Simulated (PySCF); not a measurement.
`InChI=1S/C4H9Cl/c1-4(2)3-5/h4H,3H2,1-2H3`

Molfile (atoms numbered from 1):
```
C4H9Cl
     RDKit          3D

 14 13  0  0  0  0  0  0  0  0999 V2000
    1.2608   -0.6824   -0.1395 C   0  0  0  0  0  0  0  0  0  0  0  0
   -0.0204   -0.0497    0.3960 C   0  0  0  0  0  0  0  0  0  0  0  0
    0.0249    1.4710    0.2511 C   0  0  0  0  0  0  0  0  0  0  0  0
   -1.2411   -0.5858   -0.3437 C   0  0  0  0  0  0  0  0  0  0  0  0
   -1.4776   -2.3267   -0.0342 Cl  0  0  0  0  0  0  0  0  0  0  0  0
    2.1210   -0.3223    0.4191 H   0  0  0  0  0  0  0  0  0  0  0  0
    1.3986   -0.4291   -1.1888 H   0  0  0  0  0  0  0  0  0  0  0  0
    1.2181   -1.7647   -0.0474 H   0  0  0  0  0  0  0  0  0  0  0  0
   -0.1219   -0.3000    1.4572 H   0  0  0  0  0  0  0  0  0  0  0  0
    0.8884    1.8694    0.7775 H   0  0  0  0  0  0  0  0  0  0  0  0
    0.1017    1.7517   -0.7972 H   0  0  0  0  0  0  0  0  0  0  0  0
   -0.8713    1.9274    0.6650 H   0  0  0  0  0  0  0  0  0  0  0  0
   -1.1281   -0.4706   -1.4221 H   0  0  0  0  0  0  0  0  0  0  0  0
   -2.1538   -0.0887   -0.0150 H   0  0  0  0  0  0  0  0  0  0  0  0
  1  2  1  0
  2  3  1  0
  2  4  1  0
  4  5  1  0
  1  6  1  0
  1  7  1  0
  1  8  1  0
  2  9  1  0
  3 10  1  0
  3 11  1  0
  3 12  1  0
  4 13  1  0
  4 14  1  0
M  END
```

Computed, not measured: GIAO KT3/pcSseg-1 magnetisability, rotational g tensor and spin-rotation constants, non-relativistic, gas phase in PySCF. Geometry: GFN2-xTB.

Task: Give the nuclear spin-rotation constants along the inertial axes (H = +C I·J) beside the isotropic shieldings.

Result: Rotational constants 7.6179, 2.1714, 1.8207 GHz. A star marks the isotopologue with that one atom substituted, in its own axes.
```tsv
atom	isotope	Caa (kHz)	Cbb (kHz)	Ccc (kHz)	mean (kHz)	σ (ppm)
Cl5	35Cl	0.596	0.523	0.386	0.502	849.4
H6	1H	-0.260	-0.169	-0.156	-0.195	30.8
H7	1H	-0.885	-0.239	0.031	-0.364	31.4
H8	1H	-0.053	-0.142	-0.190	-0.129	29.7
H9	1H	-0.795	-0.246	0.061	-0.327	30.0
H10	1H	-0.215	-0.179	-0.155	-0.183	30.5
H11	1H	-0.823	-0.260	0.037	-0.348	31.2
H12	1H	-0.828	0.023	-0.181	-0.329	30.7
H13	1H	-0.854	-0.231	0.092	-0.331	28.7
H14	1H	-0.832	0.089	-0.161	-0.301	28.1
C1	13C*	1.278	0.293	0.270	0.614	162.9
C2	13C*	1.272	0.423	0.310	0.668	146.0
C4	13C*	1.349	0.462	0.410	0.740	127.1
```
For the geometry as given, no vibrational averaging.

Task: How do the rotational constants and the g tensor change when H6, H7, H8, H9, H10, H11, H12, H13, H14 are replaced by deuterium?

Result: Constants 5.5517, 1.9045, 1.5776 GHz; g 0.0049, -0.0041, -0.0039, against 0.0067, -0.0043, -0.0042 before.
